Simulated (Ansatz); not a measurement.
# CH4SSi: small, medium and large basis sets

The task here is to estimate one member of a computed series from the others.

Computed with Ansatz 0.2.0, Gaussian basis. Level: one geometry, several basis sets.

The runs, in order: PBE0-D4/def2-SVP; ωB97M-V/def2-SVP; PBE0-D4/def2-QZVPP; ωB97M-V/def2-QZVPP; the functionals' def2-TZVPP values are taken from earlier runs.

## The geometry

The geometry comes from an earlier relaxation with PBE0-D4 in a triple-zeta def2 set; it is a stationary point, not always the lowest conformer.

7 atoms, charge 0, spin multiplicity 1.

Atoms are counted from 1 here; the program's logs count them from 0.

Bond lengths: Si1–C2 1.881 Å, Si1–H4 1.480 Å, Si1–H5 1.488 Å, Si1–H6 1.488 Å, C2–S3 1.611 Å, C2–H7 1.095 Å. Angles: C2–Si1–H4 109.6°, C2–Si1–H5 108.6°, C2–Si1–H6 108.6°, H4–Si1–H5 110.9°, H4–Si1–H6 110.9°, H5–Si1–H6 108.1°, Si1–C2–S3 123.9°, Si1–C2–H7 117.6°, S3–C2–H7 118.5°.

Geometry (Å):

| atom | x (Å) | y (Å) | z (Å) |
| --- | --- | --- | --- |
| Si1 | -0.6899 | 0.2782 | -0.2724 |
| C2 | 0.9885 | -0.3072 | 0.3416 |
| S3 | 1.3046 | -1.8241 | 0.7814 |
| H4 | -1.6387 | -0.8576 | -0.2816 |
| H5 | -0.5254 | 0.8445 | -1.6388 |
| H6 | -1.1712 | 1.3650 | 0.6231 |
| H7 | 1.7933 | 0.4331 | 0.4011 |

Set-up of the first run:

in.yaml

```yaml
crystal:
  periodic: [false, false, false]
  atoms:
    - {symbol: Si, position_ang: [-0.689943, 0.278217, -0.272410]}
    - {symbol: C, position_ang: [0.988465, -0.307151, 0.341563]}
    - {symbol: S, position_ang: [1.304588, -1.824077, 0.781352]}
    - {symbol: H, position_ang: [-1.638658, -0.857623, -0.281600]}
    - {symbol: H, position_ang: [-0.525356, 0.844506, -1.638768]}
    - {symbol: H, position_ang: [-1.171229, 1.364973, 0.623102]}
    - {symbol: H, position_ang: [1.793334, 0.433055, 0.401062]}
basis:
  gaussian: {orbitals: def2-SVP}
hamiltonian: {xc: pbe0, dispersion: d4}
output: {orbitals: {seedname: orbitals}}
```

Run with:

```bash
$ ansatz run in.yaml --threads 2 --pin off --events-out ev --progress --plain --max-ram 4352MiB
```

Steps of the session up to this table: PBE0-D4 in def2-SVP; ωB97M-V in def2-SVP; PBE0-D4 in def2-QZVPP; ωB97M-V in def2-QZVPP.

One table of the session follows, with a row left open; its other results are not shown here.

It belongs to the step «Functionals by basis». 

```
functional       basis  HOMO (eV)  LUMO (eV)
   PBE0-D4    def2-SVP      -6.35      -2.65
   PBE0-D4  def2-TZVPP      -6.49      -2.80
   PBE0-D4  def2-QZVPP          ?          ?
   ωB97M-V    def2-SVP      -8.51      -0.38
   ωB97M-V  def2-TZVPP      -8.68      -0.61
   ωB97M-V  def2-QZVPP      -8.72      -0.68
```

Estimate the missing values for PBE0-D4, def2-QZVPP.

As computed: HOMO (eV): -6.52; LUMO (eV): -2.84. In the column «HOMO (eV)» it lies between ωB97M-V, def2-SVP (-8.51) and PBE0-D4, def2-TZVPP (-6.49).
